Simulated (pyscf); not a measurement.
This saddle point was located with ωB97X-D3(BJ)/def2-SVP in PySCF.

```xyz
8

O      1.4731     1.7719    -0.3330
Si     0.5531     0.3681    -0.2552
H      1.8677     2.0662     0.4962
H     -0.6489     1.2884     0.6668
H      0.3759     0.1609    -1.7113
H      1.2578    -0.5040     0.7218
H     -0.7745    -0.6607    -0.0381
H     -0.9568     0.3919     0.4301
```

Surface: singlet, charge 0. Lowest wavenumbers (cm⁻¹): 1408i, 146, 461, 554, 661.

Task: What reaction is this the transition state of?

Result: HO–SiH₃ + H₂ ⇌ HO–SiH₃ + H₂, a four-centre exchange read from left to right: H–Si, H–H broken and H–Si, H–H formed. At ωB97M-D3(BJ)/def2-TZVP it lies +236.8 kJ/mol from the left side and +236.8 kJ/mol from the right (each side as separated species at their lowest minima found). At the saddle there is also a short H–Si contact that neither side keeps. This is the saddle that the search found; another between the same sides may lie lower.
